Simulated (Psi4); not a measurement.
Psi4 input (wB97X-D/6-31G*):

```
memory 1500 MB

molecule {
0 3
Si   -0.00000000    0.00000000   -0.00000000
F     0.90266225    0.93537042    0.87570553
F    -0.88062488   -0.89967856    0.93362490
F    -0.92886782    0.87391074   -0.91107724
F     0.90683044   -0.90960260   -0.89825319
symmetry c1
no_reorient
no_com
}

set {
  basis 6-31G*
  reference uks
  scf_type pk
  dft_radial_points 99
  dft_spherical_points 590
  e_convergence 1e-8
  d_convergence 1e-7
  maxiter 150
}

e = energy('wb97x-d')
print_out(f'\nFINAL {e:.10f} DIPOLE {variable("CURRENT DIPOLE")[0]:.6f} {variable("CURRENT DIPOLE")[1]:.6f} {variable("CURRENT DIPOLE")[2]:.6f}\n')
```

What final total energy does it give?

-688.56218 Eh.
